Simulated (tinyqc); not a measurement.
Inside a calculation (part 1 of 2). Method: UHF in the sto-3g basis, for LiH+, spin multiplicity 2. Computed by tinyqc, a small Python program that keeps every step (integrals from PySCF). Settings: charge = 1, multiplicity = 2, basis = sto-3g, energy threshold = 1e-10, iteration cap = 64, orthogonalisation = symmetric, start = random, DIIS depth = 3, DIIS from iteration = 3, method = UHF. Command: `OMP_NUM_THREADS=1 python tinyqc.py 27078 27079 out.jsonl` (the two numbers bound the seeds that draw the settings). One thread of a shared host (Intel(R) Xeon(R) Processor @ 2.60GHz), about 0.1 s of CPU time with the checks. Later iterations appear only in the table of the cycle.

## One-electron integrals

Geometry (angstrom):
```
atom       x       y       z
Li    0.0000  0.0000  0.0000
H     0.0000  0.0000  2.6810
```

Basis sto-3g: exponents (1/bohr^2) and contraction coefficients of normalised primitives:
```
element  l (shell)  exponent  coefficient
Li           s (1)   16.1196       0.1543
Li           s (1)    2.9362       0.5353
Li           s (1)    0.7947       0.4446
Li           s (2)    0.6363      -0.1000
Li           s (2)    0.1479       0.3995
Li           s (2)    0.0481       0.7001
Li           p (3)    0.6363       0.1559
Li           p (3)    0.1479       0.6077
Li           p (3)    0.0481       0.3920
H            s (1)    3.4253       0.1543
H            s (1)    0.6239       0.5353
H            s (1)    0.1689       0.4446
```

Overlap, kinetic and nuclear-attraction integrals over the contracted functions; the nuclear repulsion is the sum of Za Zb / Rab.

nuclear repulsion = 0.592142 hartree

overlap S, lower triangle:
```
         1Li 1s  1Li 2s  1Li 2px  1Li 2py  1Li 2pz   2H 1s
1Li 1s   1.0000
1Li 2s   0.2411  1.0000
1Li 2px  0.0000  0.0000   1.0000
1Li 2py  0.0000  0.0000   0.0000   1.0000
1Li 2pz  0.0000  0.0000   0.0000   0.0000   1.0000
2H 1s    0.0050  0.1676   0.0000   0.0000   0.2551  1.0000
```

kinetic energy T (hartree), lower triangle:
```
          1Li 1s  1Li 2s  1Li 2px  1Li 2py  1Li 2pz   2H 1s
1Li 1s    3.5768
1Li 2s   -0.0202  0.1022
1Li 2px   0.0000  0.0000   0.3197
1Li 2py   0.0000  0.0000   0.0000   0.3197
1Li 2pz   0.0000  0.0000   0.0000   0.0000   0.3197
2H 1s    -0.0034  0.0010   0.0000   0.0000   0.0160  0.7600
```

nuclear attraction V (hartree), lower triangle:
```
          1Li 1s   1Li 2s  1Li 2px  1Li 2py  1Li 2pz    2H 1s
1Li 1s   -8.1803
1Li 2s   -1.0119  -1.4016
1Li 2px   0.0000   0.0000  -1.3769
1Li 2py   0.0000   0.0000   0.0000  -1.3769
1Li 2pz  -0.0057  -0.0654   0.0000   0.0000  -1.4217
2H 1s    -0.0187  -0.2323   0.0000   0.0000  -0.3564  -1.8188
```

core Hamiltonian H = T + V (hartree), lower triangle:
```
          1Li 1s   1Li 2s  1Li 2px  1Li 2py  1Li 2pz    2H 1s
1Li 1s   -4.6035
1Li 2s   -1.0322  -1.2995
1Li 2px   0.0000   0.0000  -1.0572
1Li 2py   0.0000   0.0000   0.0000  -1.0572
1Li 2pz  -0.0057  -0.0654   0.0000   0.0000  -1.1020
2H 1s    -0.0221  -0.2313   0.0000   0.0000  -0.3404  -1.0587
```

## Two-electron integrals

Functions are numbered as in S; the eight-fold symmetry (ij|kl) = (ji|kl) = (kl|ij) leaves the list below.

Two-electron integrals (ij|kl) in chemists' order, unique and non-zero (hartree):
```
(11|11) 1.6804     (21|11) 0.2654     (21|21) 0.0499     (22|11) 0.3977
(22|21) 0.0929     (22|22) 0.2906     (31|31) 0.0090     (32|31) 0.0138
(32|32) 0.0642     (33|11) 0.3966     (33|21) 0.0929     (33|22) 0.2905
(33|33) 0.3129     (41|41) 0.0090     (42|41) 0.0138     (42|42) 0.0642
(43|43) 0.0169     (44|11) 0.3966     (44|21) 0.0929     (44|22) 0.2905
(44|33) 0.2792     (44|44) 0.3129     (51|51) 0.0090     (52|51) 0.0138
(52|52) 0.0642     (53|53) 0.0169     (54|54) 0.0169     (55|11) 0.3966
(55|21) 0.0929     (55|22) 0.2905     (55|33) 0.2792     (55|44) 0.2792
(55|55) 0.3129     (61|11) 0.0050     (61|21) 0.0010     (61|22) 0.0019
(61|33) 0.0019     (61|44) 0.0019     (61|51) 1.49e-04   (61|52) 3.01e-04
(61|55) 0.0020     (61|61) 2.16e-05   (62|11) 0.0420     (62|21) 0.0101
(62|22) 0.0380     (62|33) 0.0357     (62|44) 0.0357     (62|51) 0.0014
(62|52) 0.0120     (62|55) 0.0425     (62|61) 2.49e-04   (62|62) 0.0123
(63|31) 4.01e-04   (63|32) 0.0026     (63|53) 0.0013     (63|63) 4.67e-04
(64|41) 4.01e-04   (64|42) 0.0026     (64|54) 0.0013     (64|64) 4.67e-04
(65|11) 0.0620     (65|21) 0.0149     (65|22) 0.0569     (65|33) 0.0531
(65|44) 0.0531     (65|51) 0.0022     (65|52) 0.0188     (65|55) 0.0644
(65|61) 3.73e-04   (65|62) 0.0194     (65|65) 0.0305     (66|11) 0.1974
(66|21) 0.0476     (66|22) 0.1934     (66|33) 0.1795     (66|44) 0.1795
(66|51) 0.0057     (66|52) 0.0632     (66|55) 0.2208     (66|61) 0.0012
(66|62) 0.0866     (66|65) 0.1380     (66|66) 0.7746
```

## Orthogonalisation

S = U s U^T; symmetric (Loewdin) form X = U s^(-1/2) U^T, so that X^T S X = 1.

eigenvalues of S: 0.6563  0.8199  1.0000  1.0000  1.1755  1.3483

X, lower triangle:
```
          1Li 1s   1Li 2s  1Li 2px  1Li 2py  1Li 2pz   2H 1s
1Li 1s    1.0232
1Li 2s   -0.1273   1.0350
1Li 2px   0.0000   0.0000   1.0000
1Li 2py   0.0000   0.0000   0.0000   1.0000
1Li 2pz  -0.0031   0.0179   0.0000   0.0000   1.0262
2H 1s     0.0143  -0.0921   0.0000   0.0000  -0.1357  1.0379
```

## Starting guess

The start is random orthonormal orbitals; D(s) = C_occ C_occ^T for each spin.

D(alpha) at the start, lower triangle:
```
          1Li 1s   1Li 2s  1Li 2px  1Li 2py  1Li 2pz   2H 1s
1Li 1s    0.0104
1Li 2s   -0.0260   0.0839
1Li 2px  -0.0576   0.1517   0.3234
1Li 2py   0.0051  -0.1349  -0.0745   0.7997
1Li 2pz   0.0682  -0.1233  -0.3612  -0.2786   0.5708
2H 1s    -0.0564   0.1630   0.3223  -0.1669  -0.3171  0.3321
```

D(beta) at the start, lower triangle:
```
          1Li 1s   1Li 2s  1Li 2px  1Li 2py  1Li 2pz   2H 1s
1Li 1s    0.0083
1Li 2s   -0.0151   0.0277
1Li 2px  -0.0438   0.0803   0.2327
1Li 2py  -0.0325   0.0595   0.1724   0.1277
1Li 2pz   0.0686  -0.1258  -0.3644  -0.2700   0.5707
2H 1s    -0.0386   0.0708   0.2051   0.1520  -0.3212  0.1808
```

## Iteration 1: building the Fock matrix

J_ij = sum D_kl (ij|kl) with D = D(alpha) + D(beta), K_ij = sum D_kl (ik|jl) for each spin; F = H + J - K(s); E = tr D H + tr D J / 2 - 0.5 sum_s tr D(s) K(s) + E_nn.

Coulomb J (hartree), lower triangle:
```
          1Li 1s   1Li 2s  1Li 2px  1Li 2py  1Li 2pz   2H 1s
1Li 1s    1.1359
1Li 2s    0.2649   0.8387
1Li 2px   0.0050   0.0297   0.8244
1Li 2py  -0.0026  -0.0105   0.0033   0.8369
1Li 2pz  -0.0036  -0.0142  -0.0231  -0.0185   0.8542
2H 1s     0.0053   0.1254  -0.0003  -0.0019   0.1907  0.7712
```

exchange K(alpha) (hartree), lower triangle:
```
          1Li 1s   1Li 2s  1Li 2px  1Li 2py  1Li 2pz   2H 1s
1Li 1s    0.0227
1Li 2s    0.0213   0.1365
1Li 2px  -0.0065   0.0600   0.1292
1Li 2py  -0.0127  -0.0537  -0.0221   0.2702
1Li 2pz   0.0123  -0.0391  -0.0894  -0.0916   0.1775
2H 1s    -0.0012   0.0425   0.0440  -0.0504   0.0112  0.2120
```

exchange K(beta) (hartree), lower triangle:
```
          1Li 1s   1Li 2s  1Li 2px  1Li 2py  1Li 2pz   2H 1s
1Li 1s    0.0153
1Li 2s    0.0095   0.0645
1Li 2px  -0.0087   0.0317   0.0856
1Li 2py  -0.0065   0.0235   0.0510   0.0545
1Li 2pz   0.0118  -0.0492  -0.0967  -0.0717   0.1528
2H 1s    -0.0027   0.0068   0.0200   0.0148  -0.0200  0.0766
```

F(alpha) (hartree), lower triangle:
```
          1Li 1s   1Li 2s  1Li 2px  1Li 2py  1Li 2pz    2H 1s
1Li 1s   -3.4903
1Li 2s   -0.7886  -0.5973
1Li 2px   0.0115  -0.0303  -0.3620
1Li 2py   0.0101   0.0432   0.0254  -0.4905
1Li 2pz  -0.0216  -0.0404   0.0663   0.0730  -0.4254
2H 1s    -0.0156  -0.1484  -0.0443   0.0485  -0.1609  -0.4996
```

F(beta) (hartree), lower triangle:
```
          1Li 1s   1Li 2s  1Li 2px  1Li 2py  1Li 2pz    2H 1s
1Li 1s   -3.4828
1Li 2s   -0.7767  -0.5253
1Li 2px   0.0137  -0.0019  -0.3184
1Li 2py   0.0039  -0.0340  -0.0477  -0.2748
1Li 2pz  -0.0212  -0.0303   0.0737   0.0531  -0.4006
2H 1s    -0.0140  -0.1126  -0.0204  -0.0168  -0.1297  -0.3642
```

total energy of this density = -1.748864 hartree

## Iteration 1: diagonalisation and new density

Diagonalise F' = X^T F X, C = X C', fill 2 alpha and 1 beta electrons from the bottom; D(s) = C_occ C_occ^T. Each column has its largest component positive (the first on a tie).

F' = X^T F X (alpha) (hartree), lower triangle:
```
         1        2        3        4        5        6
1  -3.4581
2  -0.3166  -0.4659
3   0.0147  -0.0275  -0.3620
4   0.0053   0.0402   0.0254  -0.4905
5  -0.0203  -0.0259   0.0735   0.0691  -0.4131
6   0.0166  -0.0671  -0.0521   0.0366  -0.0450  -0.4774
```

orbital energies (alpha) (hartree): MO1 -3.4915, MO2 -0.6042, MO3 -0.4854, MO4 -0.4285, MO5 -0.3831, MO6 -0.2743

coefficients C (alpha):
```
             MO1      MO2      MO3      MO4      MO5      MO6
1Li 1s    1.0043   0.0965   0.0474  -0.0182  -0.2070   0.0054
1Li 2s   -0.0185  -0.4065  -0.2366   0.0627   0.9328  -0.0217
1Li 2px  -0.0040  -0.1314  -0.4852  -0.4432  -0.1336   0.7300
1Li 2py  -0.0033   0.5789  -0.4399   0.6421   0.1026   0.2203
1Li 2pz   0.0069  -0.2875   0.6120   0.4482   0.0682   0.6397
2H 1s     0.0004  -0.5141  -0.5133   0.3250  -0.5932  -0.3450
```

F' = X^T F X (beta) (hartree), lower triangle:
```
         1        2        3        4        5        6
1  -3.4523
2  -0.3138  -0.3971
3   0.0138  -0.0005  -0.3184
4   0.0079  -0.0332  -0.0477  -0.2748
5  -0.0205  -0.0199   0.0783   0.0562  -0.3931
6   0.0153  -0.0486  -0.0308  -0.0214  -0.0336  -0.3459
```

orbital energies (beta) (hartree): MO1 -3.4844, MO2 -0.4698, MO3 -0.4267, MO4 -0.3169, MO5 -0.2480, MO6 -0.2357

coefficients C (beta):
```
             MO1      MO2      MO3      MO4      MO5      MO6
1Li 1s    1.0050  -0.0188  -0.1495  -0.1648  -0.0276   0.0524
1Li 2s   -0.0216   0.0483   0.6705   0.7535   0.1310  -0.2426
1Li 2px  -0.0046  -0.5055   0.1865  -0.3518   0.7056  -0.2966
1Li 2py  -0.0016  -0.3399   0.2446   0.0748   0.1070   0.8987
1Li 2pz   0.0067   0.8060   0.0867  -0.0964   0.5982   0.2181
2H 1s     0.0005  -0.0631   0.5678  -0.6809  -0.5580  -0.0553
```

D(alpha) after iteration 1, lower triangle:
```
          1Li 1s   1Li 2s  1Li 2px  1Li 2py  1Li 2pz   2H 1s
1Li 1s    1.0178
1Li 2s   -0.0578   0.1656
1Li 2px  -0.0167   0.0535   0.0173
1Li 2py   0.0526  -0.2353  -0.0760   0.3351
1Li 2pz  -0.0208   0.1167   0.0377  -0.1664   0.0827
2H 1s    -0.0492   0.2090   0.0675  -0.2976   0.1478  0.2643
```

D(beta) after iteration 1, lower triangle:
```
          1Li 1s   1Li 2s  1Li 2px  1Li 2py  1Li 2pz   2H 1s
1Li 1s    1.0099
1Li 2s   -0.0217   0.0005
1Li 2px  -0.0046   0.0001   0.0000
1Li 2py  -0.0016   0.0000   0.0000   0.0000
1Li 2pz   0.0067  -0.0001   0.0000   0.0000   0.0000
2H 1s     0.0005   0.0000   0.0000   0.0000   0.0000  0.0000
```

## Iteration 2: building the Fock matrix

As before.

Coulomb J (hartree), lower triangle:
```
          1Li 1s   1Li 2s  1Li 2px  1Li 2py  1Li 2pz   2H 1s
1Li 1s    3.6915
1Li 2s    0.6072   1.0500
1Li 2px   0.0012   0.0066   1.0377
1Li 2py  -0.0058  -0.0303  -0.0026   1.0485
1Li 2pz   0.0057   0.0418   0.0015  -0.0064   1.0570
2H 1s     0.0116   0.1425   0.0004  -0.0019   0.2146  0.8025
```

exchange K(alpha) (hartree), lower triangle:
```
          1Li 1s   1Li 2s  1Li 2px  1Li 2py  1Li 2pz   2H 1s
1Li 1s    1.6918
1Li 2s    0.2664   0.1378
1Li 2px  -0.0009   0.0198   0.0322
1Li 2py  -0.0045  -0.0892  -0.0225   0.1263
1Li 2pz   0.0049   0.0670   0.0149  -0.0655   0.0847
2H 1s     0.0067   0.0925   0.0162  -0.0715   0.1055  0.2908
```

exchange K(beta) (hartree), lower triangle:
```
          1Li 1s   1Li 2s  1Li 2px  1Li 2py  1Li 2pz   2H 1s
1Li 1s    1.6856
1Li 2s    0.2584   0.0466
1Li 2px  -0.0018  -0.0005   0.0085
1Li 2py  -0.0007  -0.0002   0.0000   0.0085
1Li 2pz   0.0028   0.0007   0.0000   0.0000   0.0085
2H 1s     0.0046   0.0008   0.0000   0.0000   0.0001  0.0000
```

F(alpha) (hartree), lower triangle:
```
          1Li 1s   1Li 2s  1Li 2px  1Li 2py  1Li 2pz    2H 1s
1Li 1s   -2.6038
1Li 2s   -0.6913  -0.3873
1Li 2px   0.0020  -0.0131  -0.0517
1Li 2py  -0.0014   0.0589   0.0199  -0.1350
1Li 2pz  -0.0049  -0.0905  -0.0134   0.0591  -0.1297
2H 1s    -0.0171  -0.1813  -0.0158   0.0696  -0.2312  -0.5471
```

F(beta) (hartree), lower triangle:
```
          1Li 1s   1Li 2s  1Li 2px  1Li 2py  1Li 2pz    2H 1s
1Li 1s   -2.5976
1Li 2s   -0.6834  -0.2960
1Li 2px   0.0030   0.0071  -0.0280
1Li 2py  -0.0052  -0.0302  -0.0026  -0.0172
1Li 2pz  -0.0028  -0.0242   0.0015  -0.0064  -0.0535
2H 1s    -0.0151  -0.0896   0.0004  -0.0019  -0.1259  -0.2562
```

total energy of this density = -7.422995 hartree

## Iteration 2: diagonalisation and new density

As before.

F' = X^T F X (alpha) (hartree), lower triangle:
```
         1        2        3        4        5        6
1  -2.5521
2  -0.3553  -0.2480
3   0.0036  -0.0126  -0.0517
4  -0.0081   0.0558   0.0199  -0.1350
5   0.0001  -0.0613  -0.0118   0.0522  -0.0848
6   0.0220  -0.1125  -0.0133   0.0588  -0.1519  -0.4967
```

orbital energies (alpha) (hartree): MO1 -2.6057, MO2 -0.6052, MO3 -0.1807, MO4 -0.1053, MO5 -0.0471, MO6 -0.0242

coefficients C (alpha):
```
             MO1      MO2      MO3      MO4      MO5      MO6
1Li 1s    0.9927  -0.0759  -0.2088  -0.1683   0.0014   0.0107
1Li 2s    0.0286   0.2551   0.7940   0.6312  -0.0026  -0.0387
1Li 2px  -0.0006   0.0419   0.1213  -0.1690   0.9755  -0.0580
1Li 2py  -0.0001  -0.1839  -0.5286   0.7560   0.2199   0.2586
1Li 2pz   0.0034   0.2071   0.1747  -0.1644  -0.0005   0.9856
2H 1s    -0.0023   0.8371  -0.5120  -0.0263   0.0009  -0.3754
```

F' = X^T F X (beta) (hartree), lower triangle:
```
         1        2        3        4        5        6
1  -2.5463
2  -0.3580  -0.1650
3   0.0022   0.0070  -0.0280
4  -0.0014  -0.0305  -0.0026  -0.0172
5  -0.0043  -0.0076   0.0016  -0.0068  -0.0265
6   0.0170  -0.0561  -0.0004   0.0016  -0.0931  -0.2267
```

orbital energies (beta) (hartree): MO1 -2.5990, MO2 -0.2826, MO3 -0.1041, MO4 -0.0285, MO5 -0.0121, MO6 0.0167

coefficients C (beta):
```
             MO1      MO2      MO3      MO4      MO5      MO6
1Li 1s    0.9937  -0.0746  -0.2498   0.0012   0.0569  -0.0682
1Li 2s    0.0250   0.2607   0.9515  -0.0018  -0.2219   0.2702
1Li 2px  -0.0012  -0.0087  -0.0639   0.9761  -0.1897   0.0844
1Li 2py   0.0023   0.0397   0.2947   0.2174   0.8498  -0.3771
1Li 2pz   0.0020   0.2262  -0.1605   0.0000   0.4419   0.8943
2H 1s    -0.0033   0.8441  -0.3267   0.0006  -0.1532  -0.5115
```

D(alpha) after iteration 2, lower triangle:
```
          1Li 1s   1Li 2s  1Li 2px  1Li 2py  1Li 2pz   2H 1s
1Li 1s    0.9913
1Li 2s    0.0090   0.0659
1Li 2px  -0.0038   0.0107   0.0018
1Li 2py   0.0138  -0.0469  -0.0077   0.0338
1Li 2pz  -0.0123   0.0529   0.0087  -0.0381   0.0429
2H 1s    -0.0658   0.2135   0.0350  -0.1539   0.1733  0.7007
```

D(beta) after iteration 2, lower triangle:
```
          1Li 1s   1Li 2s  1Li 2px  1Li 2py  1Li 2pz   2H 1s
1Li 1s    0.9874
1Li 2s    0.0248   0.0006
1Li 2px  -0.0012   0.0000   0.0000
1Li 2py   0.0023   0.0001   0.0000   0.0000
1Li 2pz   0.0020   0.0001   0.0000   0.0000   0.0000
2H 1s    -0.0032  -0.0001   0.0000   0.0000   0.0000  0.0000
```

## Iteration 3: building the Fock matrix

As before.

Coulomb J (hartree), lower triangle:
```
          1Li 1s   1Li 2s  1Li 2px  1Li 2py  1Li 2pz   2H 1s
1Li 1s    3.5776
1Li 2s    0.5847   1.0066
1Li 2px   0.0002   0.0014   0.9916
1Li 2py  -0.0011  -0.0064  -0.0003   0.9927
1Li 2pz   0.0066   0.0624   0.0004  -0.0017   1.0287
2H 1s     0.0112   0.1633   0.0001  -0.0005   0.2494  1.0564
```

exchange K(alpha) (hartree), lower triangle:
```
          1Li 1s   1Li 2s  1Li 2px  1Li 2py  1Li 2pz   2H 1s
1Li 1s    1.6744
1Li 2s    0.2746   0.1031
1Li 2px  -0.0003   0.0047   0.0171
1Li 2py   0.0002  -0.0211  -0.0023   0.0266
1Li 2pz   0.0008   0.0553   0.0045  -0.0197   0.0788
2H 1s     0.0053   0.1237   0.0072  -0.0315   0.1644  0.6316
```

exchange K(beta) (hartree), lower triangle:
```
          1Li 1s   1Li 2s  1Li 2px  1Li 2py  1Li 2pz   2H 1s
1Li 1s    1.6725
1Li 2s    0.2731   0.0540
1Li 2px  -0.0005  -0.0001   0.0096
1Li 2py   0.0009   0.0003   0.0000   0.0096
1Li 2pz   0.0006   0.0002   0.0000   0.0000   0.0096
2H 1s     0.0054   0.0011   0.0000   0.0000   0.0002  0.0000
```

F(alpha) (hartree), lower triangle:
```
          1Li 1s   1Li 2s  1Li 2px  1Li 2py  1Li 2pz    2H 1s
1Li 1s   -2.7002
1Li 2s   -0.7220  -0.3960
1Li 2px   0.0006  -0.0033  -0.0827
1Li 2py  -0.0014   0.0147   0.0020  -0.0911
1Li 2pz   0.0001  -0.0583  -0.0041   0.0180  -0.1522
2H 1s    -0.0162  -0.1917  -0.0071   0.0311  -0.2554  -0.6339
```

F(beta) (hartree), lower triangle:
```
          1Li 1s   1Li 2s  1Li 2px  1Li 2py  1Li 2pz    2H 1s
1Li 1s   -2.6983
1Li 2s   -0.7206  -0.3469
1Li 2px   0.0007   0.0015  -0.0752
1Li 2py  -0.0021  -0.0066  -0.0003  -0.0741
1Li 2pz   0.0003  -0.0032   0.0004  -0.0017  -0.0829
2H 1s    -0.0163  -0.0691   0.0001  -0.0005  -0.0912  -0.0023
```

total energy of this density = -7.592837 hartree

## Iteration 3: diagonalisation and new density

As before.

F' = X^T F X (alpha) (hartree), lower triangle:
```
         1        2        3        4        5        6
1  -2.6451
2  -0.3749  -0.2483
3   0.0009  -0.0029  -0.0827
4  -0.0029   0.0128   0.0020  -0.0911
5   0.0005  -0.0254  -0.0033   0.0145  -0.1021
6   0.0245  -0.1205  -0.0065   0.0284  -0.1661  -0.5810
```

orbital energies (alpha) (hartree): MO1 -2.7024, MO2 -0.6679, MO3 -0.1598, MO4 -0.0901, MO5 -0.0822, MO6 -0.0478

coefficients C (alpha):
```
             MO1      MO2      MO3      MO4      MO5      MO6
1Li 1s    0.9922  -0.0568  -0.2715  -0.0140   0.0002  -0.0415
1Li 2s    0.0306   0.1854   1.0156   0.0477  -0.0004   0.1649
1Li 2px  -0.0002   0.0133   0.0135  -0.2185   0.9751  -0.0326
1Li 2py   0.0004  -0.0584  -0.0575   0.9611   0.2217   0.1425
1Li 2pz   0.0011   0.1706  -0.1379  -0.1464   0.0002   1.0012
2H 1s    -0.0028   0.8954  -0.2860   0.1052   0.0000  -0.4580
```

F' = X^T F X (beta) (hartree), lower triangle:
```
         1        2        3        4        5       6
1  -2.6430
2  -0.3779  -0.2126
3   0.0005   0.0015  -0.0752
4  -0.0013  -0.0066  -0.0003  -0.0741
5  -0.0034   0.0099   0.0004  -0.0018  -0.0619
6   0.0179  -0.0557  -0.0001   0.0003  -0.0884  0.0327
```

orbital energies (beta) (hartree): MO1 -2.7004, MO2 -0.1745, MO3 -0.1079, MO4 -0.0753, MO5 -0.0737, MO6 0.0977

coefficients C (beta):
```
             MO1      MO2      MO3      MO4      MO5      MO6
1Li 1s    0.9924  -0.2529   0.0914   0.0002   0.0152   0.0765
1Li 2s    0.0298   0.9353  -0.3480  -0.0003  -0.0594  -0.3097
1Li 2px  -0.0003  -0.0134   0.0035   0.9754  -0.2201  -0.0032
1Li 2py   0.0009   0.0604  -0.0168   0.2206   0.9732   0.0144
1Li 2pz   0.0007   0.1546   0.8179   0.0002   0.0136  -0.6155
2H 1s    -0.0033   0.2359   0.3384   0.0000  -0.0231   0.9663
```

D(alpha) after iteration 3, lower triangle:
```
          1Li 1s   1Li 2s  1Li 2px  1Li 2py  1Li 2pz   2H 1s
1Li 1s    0.9877
1Li 2s    0.0199   0.0353
1Li 2px  -0.0009   0.0025   0.0002
1Li 2py   0.0037  -0.0108  -0.0008   0.0034
1Li 2pz  -0.0086   0.0317   0.0023  -0.0100   0.0291
2H 1s    -0.0536   0.1659   0.0119  -0.0523   0.1528  0.8017
```

D(beta) after iteration 3, lower triangle:
```
          1Li 1s   1Li 2s  1Li 2px  1Li 2py  1Li 2pz   2H 1s
1Li 1s    0.9849
1Li 2s    0.0296   0.0009
1Li 2px  -0.0003   0.0000   0.0000
1Li 2py   0.0008   0.0000   0.0000   0.0000
1Li 2pz   0.0007   0.0000   0.0000   0.0000   0.0000
2H 1s    -0.0033  -0.0001   0.0000   0.0000   0.0000  0.0000
```
